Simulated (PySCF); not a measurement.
# NaSi+: bond curves at several levels of theory

One table from this session's results is given with a row withheld; the runs are named, their logs left out.

Computed with PySCF 2.14.0. Level: Na pcseg-1, Si pcseg-1, no relativity.

The first run:

A driver script around PySCF takes these settings:

```json
{"atoms": "Na, Si", "charge": "1", "basis": "Na pcseg-1, Si pcseg-1", "Hamiltonian": "no relativity", "basis functions": "28", "electrons treated": "24", "masses in u": "22.9898, 27.9769", "levels": "PBE0, PBE, r²SCAN, M06-L, M06-2X, BLYP, CAM-B3LYP, HF, MP2, SCS-MP2, CCSD, CCSD(T)", "grid": "80 radial by 434 angular points", "occupations": "held fixed by the projection of orbital angular momentum", "dissociation limit": "Na+ + Si, each in its ground configuration", "starting distance in angstrom": "2.790", "values of 2S to try": "0, 2"}
```

Among the steps run: The job; PBE0 along the bond; Excited determinants; PBE (GGA); r²SCAN (meta-GGA); M06-L (meta-GGA); M06-2X (hybrid meta-GGA); BLYP; CAM-B3LYP (range-separated hybrid); UHF (mean field); Correlated methods on the Hartree–Fock reference.

One of the session's tables, all rows but one given; the rest of the session is left out.

Energy (eV) from each level's lowest point:

| R (Å) | UHF | UHF-MP2 | UHF-SCS-MP2 | UHF-CCSD | UHF-CCSD(T) |
| --- | --- | --- | --- | --- | --- |
| 2.780 | 0.167 | 0.163 | 0.166 | n/a | n/a |
| 2.909 | 0.081 | 0.078 | 0.080 | 0.076 | 0.076 |
| 3.038 | 0.031 | 0.029 | 0.030 | 0.028 | 0.028 |
| 3.135 | 0.011 | 0.010 | 0.010 | 0.009 | 0.009 |
| 3.232 | ? | ? | ? | ? | ? |
| 3.329 | 0.000 | 0.000 | 0.000 | 0.000 | 0.000 |
| 3.458 | 0.007 | 0.008 | 0.008 | 0.009 | 0.009 |
| 3.620 | 0.027 | 0.029 | 0.028 | 0.029 | 0.030 |
| 3.814 | 0.058 | 0.061 | 0.060 | 0.062 | 0.063 |
| 4.072 | 0.104 | 0.109 | 0.107 | n/a | n/a |

**Question.** Estimate the row for R (Å) = 3.232.

Worked estimate for «UHF». A straight line through the neighbours (3.135, 0.011) and (3.329, 0.000) gives 0.011 + (0.000 − 0.011) × (3.232 − 3.135) / (3.329 − 3.135) = 0.005; a parabola fitted to 4 rows on both sides gives 0.002.

The run gave: UHF: 0.001; UHF-MP2: 0.001; UHF-SCS-MP2: 0.001; UHF-CCSD: 0.000; UHF-CCSD(T): 0.000. In «UHF» the line misses by +0.004 and the parabola by +0.001.

State 4 has its PBE0 minimum 0.61 eV higher. The other levels ran on the lowest alone.
